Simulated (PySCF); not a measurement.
**Core-level binding energies of protonated nitrous oxide**

Compound: protonated nitrous oxide, HN₂O (charge +1).
Bonds: N1–N2 (double), N2–O3 (double). Hydrogens: H4 on N1.

Computed with delta-SCF UKS SCAN, pcX-2 on the ionised atom, pcseg-1 elsewhere, spin-free X2C in PySCF. These are vertical core ionisation energies against the vacuum level, from separate self-consistent calculations with and without the core hole.

What binding energy does each computed site have?

| atom(s) | bonded to | level | binding energy (eV) | above the level's lowest (eV) | count |
| --- | --- | --- | --- | --- | --- |
| N1 | N (double bond) and H | N 1s | 417.60 | 0.00 | 1 |
| N2 | O (double bond) and N (double bond) | N 1s | 422.35 | +4.75 | 1 |
| O3 | N (double bond) | O 1s | 550.64 | 0.00 | 1 |

Lowest listed N 1s: N1, bonded to N (double bond) and H. Highest, 4.75 eV above it: N2, bonded to O (double bond) and N (double bond).

Which photon wavelength matches the O 1s of O3 threshold?

λ = hc/E = 12398.42 eV Å / 550.64 eV = 22.516 Å.

Spin contamination (⟨S²⟩ against 0.75 for a pure doublet) is marked for N 1s of N2 (atom 2) (0.95), which makes this value less certain. The species carries charge +1, so core ionisation leaves charge +2. Isolated species at its GFN2-xTB geometry, gas phase.

On one thread, Arm Neoverse V2, on a shared host, this took 3.9 s wall.
